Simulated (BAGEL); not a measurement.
# AlNH3Cl (SMILES [NH2][AlH][Cl]): HF/3-21G (density fitting with qzvpp-jkfit)

Aim: the energy change on altering one bond length of AlNH3Cl at HF/3-21G (density fitting with qzvpp-jkfit), from 2 runs. 

The calculation is run with BAGEL 1.2.2.

5 further runs of the same task are left out: 3 that didn't finish, 2 set aside as unsound or not needed. Runs told in other sessions of the task aren't counted.

## (1) Starting point

The species is AlNH3Cl (6 atoms), meant as a singlet with charge 0. As SMILES, `[NH2][AlH][Cl]`. Geometry: relaxed at PBE0-D4/def2-TZVP.

Bond lengths: N1–Al2 1.756 Å, Al2–Cl3 2.098 Å, N1–H4 1.007 Å, N1–H5 1.007 Å, Al2–H6 1.570 Å. Angles: N1–Al2–Cl3 117.5°, N1–Al2–H6 121.9°, Cl3–Al2–H6 120.6°, Al2–N1–H4 124.3°, Al2–N1–H5 125.0°, H4–N1–H5 110.7°.

## (2) The energy at HF/3-21G (density fitting with qzvpp-jkfit)

Contents of job.json:

```json
{ "bagel" : [

{
  "title" : "molecule",
  "basis" : "3-21g",
  "df_basis" : "qzvpp-jkfit",
  "angstrom" : "true",
  "geometry" : [
    { "atom" : "N", "xyz" : [   -0.631100,    0.250900,   -0.718800 ] },
    { "atom" : "Al", "xyz" : [    0.477600,   -0.073800,    0.603600 ] },
    { "atom" : "Cl", "xyz" : [    1.413500,   -1.951500,    0.645600 ] },
    { "atom" : "H", "xyz" : [   -1.134300,    1.115000,   -0.838800 ] },
    { "atom" : "H", "xyz" : [   -0.852600,   -0.395100,   -1.458900 ] },
    { "atom" : "H", "xyz" : [    0.769000,    0.990400,    1.721000 ] }
  ]
},
{ "title" : "hf" },
{ "title" : "print", "file" : "orbitals.molden", "orbitals" : "true" }

]}
```

The run is started by

```console
$ BAGEL_NUM_THREADS=1 BAGEL job.json > job.out
```

Log:

```text
* using 1 threads per process

  ===============================================================
  ===============================================================

  *** Geometry ***

  { "atom" : "N", "xyz" : [     -1.192606,      0.474132,     -1.358335 ] },
  { "atom" : "Al", "xyz" : [      0.902533,     -0.139462,      1.140639 ] },
  { "atom" : "Cl", "xyz" : [      2.671128,     -3.687801,      1.220007 ] },
  { "atom" : "H", "xyz" : [     -2.143516,      2.107045,     -1.585102 ] },
  { "atom" : "H", "xyz" : [     -1.611180,     -0.746631,     -2.756921 ] },
  { "atom" : "H", "xyz" : [      1.453199,      1.871585,      3.252219 ] },

  Number of auxiliary basis functions:      387

  Since a DF basis is specified, we compute 2- and 3-index integrals:
    o Being stored without compression. Storage requirement is 0.005 GB

  Number of basis functions:       41
  Number of electrons      :       40

    * METHOD: MOLECULE                             0.08

  *** RHF ***

  === Nuclear Repulsion ===
   128.9619128155

      * DIIS with orbital gradients will be used.

  === RHF iteration (3-21g) ===
      0       -753.76244159          0.03056226           0.02
      1       -753.85127967          0.01688181           0.01
      2       -753.88325447          0.00141410           0.01
      3       -753.88374890          0.00029821           0.02
      4       -753.88378187          0.00005805           0.01
      5       -753.88378340          0.00001396           0.01
      6       -753.88378349          0.00000403           0.02
      7       -753.88378350          0.00000050           0.02
      8       -753.88378350          0.00000017           0.02
      9       -753.88378350          0.00000007           0.02
     10       -753.88378350          0.00000001           0.02
    * SCF iteration converged.

    * Permanent dipole moment:
           (    0.820173,    -1.028300,     0.449825) a.u.

    * METHOD: HF                                   0.24

    * METHOD: PRINT                                0.00

  ===============================================================
```

Run time: 0.44 s. Hardware: 1 thread of Arm Neoverse V2, shared host.

## (3) The distorted shape at the same level

Contents of job.json:

```json
{ "bagel": [

{
  "title": "molecule",
  "basis": "3-21g",
  "df_basis": "qzvpp-jkfit",
  "angstrom": true,
  "geometry": [
    { "atom": "N", "xyz": [   -0.520341,    0.573927,   -0.348719 ] },
    { "atom": "Al", "xyz": [    0.588359,    0.249227,    0.973681 ] },
    { "atom": "Cl", "xyz": [    1.524259,   -1.628473,    1.015681 ] },
    { "atom": "H", "xyz": [   -1.023541,    1.438027,   -0.468719 ] },
    { "atom": "H", "xyz": [   -0.852600,   -0.395100,   -1.458900 ] },
    { "atom": "H", "xyz": [    0.879759,    1.313427,    2.091081 ] }
  ]
},
{ "title": "hf" },
{ "title": "print", "file": "orbitals.molden", "orbitals": true }

]}
```

The run is started by

```console
$ BAGEL_NUM_THREADS=1 BAGEL job.json > job.out
```

Log:

```text
* using 1 threads per process

  ===============================================================
  ===============================================================

  *** Geometry ***

  { "atom" : "N", "xyz" : [     -0.983302,      1.084565,     -0.658983 ] },
  { "atom" : "Al", "xyz" : [      1.111837,      0.470971,      1.839990 ] },
  { "atom" : "Cl", "xyz" : [      2.880432,     -3.077368,      1.919359 ] },
  { "atom" : "H", "xyz" : [     -1.934212,      2.717477,     -0.885751 ] },
  { "atom" : "H", "xyz" : [     -1.611180,     -0.746631,     -2.756921 ] },
  { "atom" : "H", "xyz" : [      1.662504,      2.482017,      3.951570 ] },

  Number of auxiliary basis functions:      387

  Since a DF basis is specified, we compute 2- and 3-index integrals:
    o Being stored without compression. Storage requirement is 0.005 GB

  Number of basis functions:       41
  Number of electrons      :       40

    * METHOD: MOLECULE                             0.08

  *** RHF ***

  === Nuclear Repulsion ===
   127.1160930479

      * DIIS with orbital gradients will be used.

  === RHF iteration (3-21g) ===
      0       -753.63963069          0.03308327           0.02
      1       -753.72462204          0.02309085           0.02
      2       -753.78525567          0.00198854           0.02
      3       -753.78629239          0.00052009           0.02
      4       -753.78639722          0.00013429           0.01
      5       -753.78640585          0.00003151           0.02
      6       -753.78640638          0.00000740           0.02
      7       -753.78640641          0.00000185           0.02
      8       -753.78640641          0.00000033           0.02
      9       -753.78640641          0.00000021           0.02
     10       -753.78640641          0.00000003           0.02
     11       -753.78640641          0.00000001           0.02
    * SCF iteration converged.

    * Permanent dipole moment:
           (    0.833422,    -1.044225,     0.457555) a.u.

    * METHOD: HF                                   0.26

    * METHOD: PRINT                                0.00

  ===============================================================
```

It took 0.46 s on 1 thread of Arm Neoverse V2, shared host.

## (4) Outcome

At HF/3-21G (density fitting with qzvpp-jkfit):

| quantity | value |
| --- | --- |
| first shape: total energy | -753.88378 Eh |
| first shape: dipole moment | 3.53 D |
| first shape: HOMO energy | -11.10 eV |
| first shape: LUMO energy | 2.31 eV |
| first shape: HOMO–LUMO gap | 13.41 eV |
| distorted shape: total energy | -753.78641 Eh |
| distorted shape: dipole moment | 3.59 D |
| distorted shape: HOMO energy | -10.99 eV |
| distorted shape: LUMO energy | 2.33 eV |
| distorted shape: HOMO–LUMO gap | 13.33 eV |
| energy change with the N1–H5 bond stretched from 1.007 to 1.511 Å | 2.650 eV |

**Reading.** With the N1–H5 bond stretched from 1.007 to 1.511 Å the energy rises by 2.65 eV (256 kJ/mol). The first shape isn't relaxed at this level, so the change isn't measured from a minimum.
